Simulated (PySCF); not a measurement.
Molecule: SMILES C1[C@H](C)C(Cl)=C1, C5H7Cl.

Numbering as in the mapped SMILES `[CH3:1][C@H:2]1[CH2:3][CH:4]=[C:5]1[Cl:6]`. Hydrogens are named by the atom that carries them. Ha(C3) is cis to C1 on the ring; Hb(C3) is trans to C1 on the ring.

Geometry PBE0-D3(BJ)/def2-SVP throughout; GIAO in PySCF 2.14, gas phase, one conformer, non-relativistic; equivalent atoms averaged; basis pcSseg-1.

Question: How do the shifts δ (against TMS, HCl at the same level) depend on the functional? (a selection of nuclei; ppm; last column core-seconds on shared hosts with different chips, so compare them loosely)

Answer: 
```
functional                    kind     C5     C4    C2    C3    C1    Cl6  Hb(C3)  Ha(C3)  H(C1)  core-s
        HF            Hartree–Fock  149.4  138.5  39.5  31.2  18.3  148.8    2.42    1.81   1.18     4.8
       LDA                     LDA  152.7  138.5  49.8  38.4  17.9  268.2    2.68    1.92   1.11      13
       PBE                     GGA  146.8  133.5  49.4  38.0  18.9  246.0    2.64    1.93   1.13      17
      BLYP                     GGA  149.5  133.7  50.7  38.6  19.7  242.2    2.62    1.91   1.14      16
      BP86                     GGA  147.1  133.6  49.6  38.1  19.2  244.1    2.64    1.95   1.14      16
      OPBE                     GGA  138.7  128.6  47.4  36.6  18.4  234.2    2.64    2.00   1.13      17
       KT2                     GGA  138.3  127.0  50.6  38.1  19.2  236.8    2.70    1.97   1.15      32
       KT3                     GGA  136.4  125.2  49.8  37.6  19.4  227.2    2.66    1.98   1.14      30
     B97-D                     GGA  143.0  129.5  49.1  37.6  19.5  230.3    2.63    1.95   1.16      32
     B3LYP           global hybrid  151.0  136.6  48.1  36.9  19.2  223.4    2.56    1.88   1.14      23
      PBE0           global hybrid  148.5  136.6  46.5  36.1  18.5  221.1    2.57    1.90   1.14      22
  mPW1PW91           global hybrid  148.7  136.8  46.4  36.1  18.6  219.0    2.56    1.91   1.14      23
      WP04           global hybrid  150.5  137.5  49.8  37.9  19.9  215.3    2.46    1.93   1.14      13
     B97-2           global hybrid  145.3  133.5  46.5  36.0  18.9  215.4    2.57    1.91   1.15      13
 BHandHLYP           global hybrid  151.8  138.9  44.8  34.8  18.8  195.7    2.50    1.85   1.15      12
 CAM-B3LYP  range-separated hybrid  153.1  139.6  45.8  35.6  18.5  212.3    2.51    1.84   1.13      16
   wB97X-D  range-separated hybrid  149.8  138.1  45.1  35.3  18.7  208.6    2.51    1.86   1.14      13
   LC-wPBE  range-separated hybrid  151.7  142.0  42.1  33.7  17.5  199.4    2.45    1.84   1.11      19
```

Question: Which nucleus among those listed moves most, in ppm?

Answer: Cl6 (chlorine bonded to C): from 148.8 ppm with HF to 268.2 ppm with LDA. The smallest spread is 0.07 ppm, at H(C1). Proton shifts span only some 12 ppm, so a few tenths of a ppm matter as much there as several ppm in carbon.
